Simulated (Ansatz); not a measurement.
Results of HSE06 (Ansatz, a first-principles code, PAW) for Cs₂AgInCl₆ (Fm-3m, No. 225).

Settings: plane-wave cutoff 460 eV, 4×4×4 k mesh, Fermi–Dirac smearing 0.01 eV, no spin polarisation, scalar-relativistic PAW data made under PBE.

Cell (measured lattice):

```xyz
10
Lattice="0.0000 5.2345 5.2345 5.2345 0.0000 5.2345 5.2345 5.2345 0.0000" Properties=species:S:1:pos:R:3 pbc="T T T"
Cs     2.6172     2.6172     2.6172
Cs     7.8517     7.8517     7.8517
In     0.0000     0.0000     0.0000
Ag     5.2345     5.2345     5.2345
Cl     2.5104     5.2345     5.2345
Cl     5.2345     2.5104     5.2345
Cl     7.9586     5.2345     5.2345
Cl     5.2345     7.9586     5.2345
Cl     5.2345     5.2345     2.5104
Cl     5.2345     5.2345     7.9586
```

Question: What does this level give for the band gap?

Answer: 
- band gap: 2.57 eV (on the SCF k mesh)

Note: cell and atoms aren't relaxed at this level (largest force component 0.09 eV/Å, pressure 1.2 GPa).

Spin–orbit coupling is not included.
